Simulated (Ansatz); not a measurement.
Relative stability

Two relaxed structures of AlBH2O, singlet (PBE0-D4/def2-TZVP; forces vanish, vibrations not checked).

A:

O1  (0.536, -1.531, 2.537)
B2  (-0.127, 0.362, -0.599)
Al3  (0.251, -0.718, 1.190)
H4  (-0.857, -0.080, -1.433)
H5  (0.387, 1.421, -0.790)
(Å)

B:

```xyz
5
angstrom
O 0.1159 -1.2751 1.9366
B 0.1747 -0.3160 1.0565
Al 0.1959 0.2323 -1.0362
H 0.1392 -1.0420 2.8718
H 0.3061 1.8469 -0.9161
```

Program: Ansatz 0.2.0. Basis: def2-TZVPP. Cores are frozen in the correlated methods. B3LYP uses VWN-RPA correlation.

(1) Which structure is lower at CCSD(T), and by how much? (An estimate is asked for; the value comes from the calculation.)

(2) Do the other methods give the same order? (A judgement: the text doesn't fix the answer.)

The T1 diagnostic stays at or below 0.030. The T1 diagnostic is large here, which may signal multireference character or strong orbital relaxation, so CCSD(T) is less sure. The restricted Hartree–Fock reference is unstable towards an unrestricted one at one or more of these structures.

## Answers

(1) The calculation gives: A, by 0.164 eV (electronic energy, against the other). By their contacts, A is AlBH₂O ([BH2][Al][O]) and B is AlBH₂O ([OH][B][AlH]).

(2) By the calculation: Not all: HF gives the other order.

| method | E(B) − E(A) (eV) |
| --- | --- |
| PBE-D4 | 0.110 |
| r2SCAN-D4 | 0.169 |
| PBE0-D4 | 0.011 |
| B3LYP-D4 | 0.147 |
| wB97M-V | 0.114 |
| HF | -0.093 |
| MP2 | 0.577 |
| CCSD | 0.107 |
| CCSD(T) | 0.164 |

Labels in which every atom is bracketed show which atoms are joined, not bond orders.

For scale, one of the runs: CCSD(T)/def2-TZVPP, 132 basis functions, launched by `ansatz run in.yaml --threads 2 --pin off --events-out ev --progress --plain --max-ram 4352MiB`. Time: 8.5 s of wall clock on 2 CPU threads of an Arm Neoverse V1; the host was shared. Peak host memory: 0.63 GiB.
